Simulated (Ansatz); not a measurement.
We consider antiferromagnetic bcc Cr, described by r²SCANh in Ansatz (PAW).

Run with plane-wave cutoff 520 eV, 10×10×10 k mesh, Fermi–Dirac smearing 0.05 eV, spin-polarised with opposed moments, scalar-relativistic PAW data made under PBE.

Computed at the level's own relaxed cell.

Task: Give the computed lattice parameter a, pressure derivative B′ of the bulk modulus, equilibrium volume per atom, bulk modulus and magnetic moment (largest site, within a sphere).

Result: 
- lattice parameter a = 3.021 Å
- pressure derivative B′ of the bulk modulus = 5.1
- equilibrium volume per atom = 13.79 Å³/atom
- bulk modulus = 107 GPa
- magnetic moment (largest site, within a sphere) = 3.01 μB

Measured, for comparison: lattice constant a 2.877 Å, equilibrium volume per atom 11.91 Å³/atom (corrected for temperature and zero-point phonon effects; as tabulated in Levämäki et al. (2014), arXiv:1402.3671); bulk modulus 194 GPa (corrected for temperature and zero-point phonon effects, our sources range from 174 to 205; as tabulated in Levämäki et al. (2014), arXiv:1402.3671). Computed (rounded) less measured: lattice constant a +5.0 %, equilibrium volume per atom +15.8 %, bulk modulus not scored (sources differ).

Note: the cell is over a tenth larger than the published one: the level's own overestimate first of all, though another phase or state, or a fault of the published cell, is possible; the commensurate order stands in for chromium's spin-density wave, and the size of the moments varies much between levels; the collinear magnetic order is the start's and need not be the measured one.

Moments are spin moments.

Computed values are for the static lattice.

Ansatz is an electronic-structure program.
